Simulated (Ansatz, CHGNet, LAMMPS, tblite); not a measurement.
# How well does each level of theory give the elastic constant C11 of rock-salt NaCl?

Reference value: 57.3 GPa (measured, 4 K, no zero-point or thermal correction; as tabulated in X. Wang et al., RSC Advances (2016)).

Question: What do ionic model catlow1977, GFN1-xTB, CHGNet-r²SCAN, LDA, PBE, r²SCAN, HSE06 give, and how far is each from the reference?

Answer: 
```tsv
level (code)	value (GPa)	cell (Å³/atom)	difference (%)
ionic model catlow1977 (shell model, LAMMPS)	61.6	21.44	+7.5
GFN1-xTB (tblite)	48.2	19.98	-15.9
CHGNet-r²SCAN (CHGNet)	41.1	21.80	-28
LDA (Ansatz)	70.1	20.39	+22
PBE (Ansatz)	47.2	23.10	-17.6
r²SCAN (Ansatz)	59.3	22.04	+3.5
HSE06 (Ansatz)	50.7	22.58	-11.5
```

Leaving aside ionic model catlow1977, which can be fitted to such values or carry a doubt: Closest of these to the reference: r²SCAN (+3.5 %). CHGNet-r²SCAN (-28 %) lies farthest from it. Of these only r²SCAN lands within 5 %.

The measured value isn't corrected to a static lattice, so vibrations enter the comparison.  GFN1-xTB: the method was fitted mainly to molecules. GFN1-xTB: the run uses a supercell at the zone centre in place of a k mesh. Each level is taken at its own relaxed cell. Cutoffs differ between the levels. Ansatz's density-functional and Hartree–Fock values are scalar-relativistic unless marked +SOC, with PAW data made under PBE.

Empirical potentials (ionic model catlow1977) are fitted to chosen data, which need not cover the solid at hand: agreement can be built in, and what lay outside the fit can be far off. Machine-learned potentials (CHGNet-r²SCAN) are trained on DFT data, which may include these solids.

Differences are worked out from the printed values.

Ansatz is a first-principles code.
